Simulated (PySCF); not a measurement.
**SiH₄: relaxation and vibrations of the singlet**

Where does singlet SiH₄ go from a tetrahedral start, is the end point a minimum, and what are its modes, charges and moments?

Method: B3LYP, basis Si def2-TZVP, H def2-TZVP, no relativity, density fitting; program: PySCF 2.14.0.

## 1. Where the work starts

5 atoms, charge 0, spin multiplicity 1.

Bond lengths: Si1–H2 1.480 Å, Si1–H3 1.480 Å, Si1–H4 1.480 Å, Si1–H5 1.480 Å. Angles: H2–Si1–H3 109.5°, H2–Si1–H4 109.5°, H2–Si1–H5 109.5°, H3–Si1–H4 109.5°, H3–Si1–H5 109.5°, H4–Si1–H5 109.5°.

```xyz
5
charge 0 multiplicity 1
Si    0.0000    0.0000    0.0000
H    -0.8545   -0.8544    0.8545
H     0.8545   -0.8544   -0.8545
H    -0.8545    0.8544   -0.8545
H     0.8545    0.8544    0.8545
```

## 2. Finding the electronic state

One driver script runs all steps and calls PySCF; scf.py shows how it sets up the SCF of each step. The optimiser is the driver's own. After this first run the driver tries any further starts and a stability analysis.

scf.py reads:

```python
from pyscf import gto, scf, dft
mol = gto.M(atom='''
Si     0.000000     0.000000     0.000000
H     -0.854540    -0.854400     0.854540
H      0.854540    -0.854400    -0.854540
H     -0.854540     0.854400    -0.854540
H      0.854540     0.854400     0.854540''',
    basis={'Si': 'def2-TZVP', 'H': 'def2-TZVP'},
    charge=0, spin=0)
mf = dft.RKS(mol, xc='B3LYP')
mf.grids.atom_grid = (50, 194)
aux = {'Si': 'def2-universal-JKFIT', 'H': 'def2-universal-JKFIT'}
mf = mf.density_fit(auxbasis=aux)
mf.conv_tol = 1e-08
mf.diis_space = 10
mf.max_cycle = 60
mf.init_guess = 'minao'
mf.verbose = 4
mf.kernel()
```

Started as:

```
$ OMP_NUM_THREADS=2 python axn.py task.json out
```

What it wrote:

```text
init E= -291.638528387762
  HOMO = -0.373605987354235  LUMO = 0.00220863229113485  gap/eV = 10.22644
cycle= 1 E= -291.914256525049  delta_E= -0.276  |g|= 0.109  |ddm|= 1.38
  HOMO = -0.349603788322148  LUMO = 0.0342555858297911  gap/eV = 10.44535
cycle= 2 E= -291.916298098773  delta_E= -0.00204  |g|= 0.0387  |ddm|= 0.0986
  HOMO = -0.354290939531771  LUMO = 0.0319079381879392  gap/eV = 10.50901
cycle= 3 E= -291.916418513845  delta_E= -0.00012  |g|= 0.00649  |ddm|= 0.0174
  HOMO = -0.355830823573279  LUMO = 0.031043211033327  gap/eV = 10.52738
cycle= 4 E= -291.91642335942  delta_E= -4.85e-06  |g|= 0.00131  |ddm|= 0.00519
  HOMO = -0.355343686694019  LUMO = 0.031364119221768  gap/eV = 10.52286
cycle= 5 E= -291.916423961048  delta_E= -6.02e-07  |g|= 0.000243  |ddm|= 0.00196
  HOMO = -0.355353919200406  LUMO = 0.0313542195734714  gap/eV = 10.52286
cycle= 6 E= -291.916423978594  delta_E= -1.75e-08  |g|= 4.64e-06  |ddm|= 0.000269
  HOMO = -0.355353766716689  LUMO = 0.0313544738100409  gap/eV = 10.52287
cycle= 7 E= -291.916423978599  delta_E= -5e-12  |g|= 1.26e-07  |ddm|= 7.95e-06
  HOMO = -0.355353764327543  LUMO = 0.0313544763788359  gap/eV = 10.52287
Extra cycle  E= -291.916423978604  delta_E= -4.32e-12  |g|= 4.66e-08  |ddm|= 3.71e-07
converged SCF energy = -291.916423978604
```

This step, with its further starts and checks, took 1.6 s on 2 threads of Arm Neoverse V2, shared host.

The test of internal stability found no lower closed-shell solution.

## 3. Relaxation: tetrahedral start, singlet

The program finds Td symmetry in the start, which this walk keeps. The walk stops when the largest gradient is under 0.0003 Eh/bohr and the energy has settled too.

Changes to scf.py since step 2:

```diff
@@ -4,4 +4,4 @@
-H     -0.854540    -0.854400     0.854540
-H      0.854540    -0.854400    -0.854540
-H     -0.854540     0.854400    -0.854540
-H      0.854540     0.854400     0.854540''',
+H     -0.854493    -0.854493     0.854493
+H      0.854493    -0.854493    -0.854493
+H     -0.854493     0.854493    -0.854493
+H      0.854493     0.854493     0.854493''',
@@ -17 +16,0 @@
-mf.init_guess = 'minao'
```

The optimiser's trace:

```tsv
step	energy (Eh)	change (kJ/mol)	largest symmetric gradient (Eh/bohr)
0	-291.916424	0.00	0.00008
```

The walk took under 0.5 s.

Positions (Å) and forces (eV/Å) along the way:

```
step 0
Si   0.000   0.000   0.000   0.000   0.000   0.000
H   -0.854  -0.854   0.854  -0.004  -0.004   0.004
H    0.854  -0.854  -0.854   0.004  -0.004  -0.004
H   -0.854   0.854  -0.854  -0.004   0.004  -0.004
H    0.854   0.854   0.854   0.004   0.004   0.004
```

After 0 steps and 0.0 kJ/mol it ends at Td: Si–H 1.480 Å (×4); H–Si–H 109.5° (×6).

## 4. Hessian and properties

The point is checked on the finer grid, and tightened if its gradient asks for it. The Hessian and the dipole derivatives come from central differences of analytic gradients, with steps of 0.02 bohr.

Changes to scf.py since step 3:

```diff
@@ -4,4 +4,4 @@
-H     -0.854493    -0.854493     0.854493
-H      0.854493    -0.854493    -0.854493
-H     -0.854493     0.854493    -0.854493
-H      0.854493     0.854493     0.854493''',
+H     -0.854692    -0.854692     0.854692
+H      0.854692    -0.854692    -0.854692
+H     -0.854692     0.854692    -0.854692
+H      0.854692     0.854692     0.854692''',
@@ -11 +11 @@
-mf.grids.atom_grid = (50, 194)
+mf.grids.atom_grid = (75, 302)
@@ -14 +14 @@
-mf.conv_tol = 1e-08
+mf.conv_tol = 1e-10
```

This SCF starts from the last density.

SCF at the final geometry:

```text
init E= -291.916448368159
  HOMO = -0.355342828659539  LUMO = 0.0313630030144141  gap/eV = 10.52280
cycle= 1 E= -291.916448368159  delta_E= -7.39e-13  |g|= 1.82e-07  |ddm|= 4.48e-07
  HOMO = -0.35534287196614  LUMO = 0.0313629722684589  gap/eV = 10.52280
Extra cycle  E= -291.916448368157  delta_E= 2.27e-12  |g|= 1.46e-07  |ddm|= 3.21e-07
converged SCF energy = -291.916448368157
```

The whole step took 6.8 s.

Geometry: Td; Si–H 1.480 Å (×4); H–Si–H 109.5° (×6).

Harmonic modes (main isotopes):

| symmetry | ω (cm⁻¹) | IR (km/mol) | type |
| --- | --- | --- | --- |
| t2 | 925 | 416 | bend |
| e | 979 | 0.0 | bend |
| a1 | 2238 | 0.0 | stretch |
| t2 | 2245 | 336 | stretch |

All wavenumbers are real: a minimum.

Properties at this point:

| Quantity | Value |
| --- | --- |
| Dipole moment | 0.00 D |
| Highest occupied level | -9.67 eV |
| Lowest empty level | 0.85 eV |
| Rotational constants | 2.862, 2.862, 2.862 cm⁻¹ |
| Zero-point energy | 82.0 kJ/mol |
| Principal polarisabilities | 29.1, 29.1, 29.1 bohr³ |
| Atomisation energy without zero-point energy | 1354 kJ/mol |
| Principal traceless quadrupole moments about the centre of mass | 0.00, 0.00, 0.00 D Å |
| Entropy at 298.15 K and 1 bar | 204.5 J/(mol K) |
| Heat capacity Cp at 298.15 K | 42.6 J/(mol K) |
| Enthalpy at 298.15 K above 0 K | 10.52 kJ/mol |
| Rotational symmetry number | 12 |

Charges (e) and bond orders:

```json
{"atom": "Si1", "Mulliken": "0.20", "Löwdin": "0.21", "polar tensor": "0.95", "Mayer order to Si1": "–"}
{"atom": "H2,3,4,5", "Mulliken": "-0.05", "Löwdin": "-0.05", "polar tensor": "-0.24", "Mayer order to Si1": "0.96"}
```

Outer orbital energies (eV). occupied: -143.45, -98.76, -98.76, -98.76, -14.95, -9.67, -9.67, -9.67; empty: 0.85, 0.85, 0.85, 1.37.

Mulliken populations on Si1: s 5.30, p 8.30, d 0.19, f 0.01.

## 5. Summary of results

```
                                 quantity                                    value
                                  minimum                              singlet, Td
                                 geometry    Si–H 1.480 Å (×4); H–Si–H 109.5° (×6)
                       wavenumbers (cm⁻¹)  925 (t2), 979 (e), 2238 (a1), 2245 (t2)
                            dipole moment                                   0.00 D
     highest occupied, lowest empty level                           -9.67, 0.85 eV
               polar-tensor charge of Si1                                  +0.95 e
                        zero-point energy                              82.0 kJ/mol
                      entropy at 298.15 K                          204.5 J/(mol K)
atomisation energy (no zero-point energy)                              1354 kJ/mol
```

What this shows: The molecule stays Td, as typed, and the end point is a minimum. The strongest infrared band lies at 925 cm⁻¹ (t2, bend). Si1 has a polar-tensor charge of +0.9 e (a dipole derivative, not a static charge), yet symmetry cancels the bond dipoles. Other starts or spin states, not run here, may lie lower.

The search up to here took 8.9 s.
